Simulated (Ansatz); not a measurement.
# BSiHO (triplet): wave-function methods side by side at distance O2–Si3 = 1.834 Å, cc-pVDZ

The task here is to estimate one member of a computed series from the others.

The runs use Ansatz 0.2.0, Gaussian basis; cc-pVDZ, core rule «outside noble gas», up to 7 orbitals frozen.

The runs, in order: UHF; CCSD(T) on ROHF; CCSD(T) on UHF; BCCD(T) on ROHF; CISD; CCSDT(Q) on ROHF; CCSDT(Q) on UHF; CASSCF and MRCISD+Q, 4 electrons in 4 orbitals; CASSCF and NEVPT2, 4 electrons in 4 orbitals.

13 further runs of the same task are left out: 12 that didn't finish, 1 set aside as unsound or not needed.

## What is computed

The geometry derives from a PBE0/def2-TZVP stationary point (not a proven minimum). One bond is set to the value named and the two fragments are kept rigid.

4 atoms, charge 0, spin multiplicity 3.

Atoms are counted from 1 here; the program's logs count them from 0.

Bond lengths: B1–O2 1.301 Å, B1–H4 1.196 Å, O2–Si3 1.834 Å. Angles: O2–B1–H4 128.4°, B1–O2–Si3 176.8°.

Set-up of the first run:

in.yaml reads:

```yaml
crystal:
  periodic: [false, false, false]
  atoms:
    - {symbol: B, position_ang: [0.000011, -0.291092, 0.899812]}
    - {symbol: O, position_ang: [-0.000019, -0.173108, -0.396080]}
    - {symbol: Si, position_ang: [0.000004, -0.110415, -2.229008]}
    - {symbol: H, position_ang: [0.000003, 0.574615, 1.725275]}
basis:
  gaussian: {orbitals: cc-pVDZ}
magnetization: {spin_polarized: true, initial_magnetization: 2}
hamiltonian: {xc: hf}
output: {orbitals: {seedname: orbitals}}
```

On the command line:

```bash
> ansatz run in.yaml --threads 1 --pin off --events-out ev --progress --plain --max-ram 2393MiB
```

Steps of the session up to this table: UHF; CCSD(T) on ROHF; CCSD(T) on UHF; BCCD(T) on ROHF; CISD; CCSDT(Q) on ROHF; CCSDT(Q) on UHF; CASSCF and MRCISD+Q, 4 electrons in 4 orbitals; CASSCF and NEVPT2, 4 electrons in 4 orbitals.

One of the session's tables, all rows but one given; the rest of the session is left out.

It belongs to the step «Misses and costs». 

```
       method  from UCCSDT(Q) (meV)
         ROHF               +9779.3
          UHF               +9611.0
         RMP2               +1252.6
         UMP2               +1238.8
         CISD               +1424.7
        RCCSD                     ?
        UCCSD                +427.4
     RCCSD(T)                 +95.0
     UCCSD(T)                 +93.3
      BCCD(T)                 +78.4
       RCCSDT                 +40.5
       UCCSDT                 +40.7
    RCCSDT(Q)                 +11.1
    UCCSDT(Q)                     0
  CASSCF pair               +9343.0
  MRCISD pair               +1352.8
MRCISD+Q pair                +396.9
```

Estimate the missing values for RCCSD.

As computed: from UCCSDT(Q) (meV): +431.7. In the column «from UCCSDT(Q) (meV)» it lies between UCCSD (+427.4) and UMP2 (+1238.8).

Left out of the table: NEVPT2 pair (the active space lost an orbital or holds another state than full CI finds).

Caveats from the session: Restricted and unrestricted rows rest on different reference determinants; where their highest levels disagree by more than a few hundredths of an eV, they describe different states and don't form one ladder. Warnings in the runs' records: passed over end.
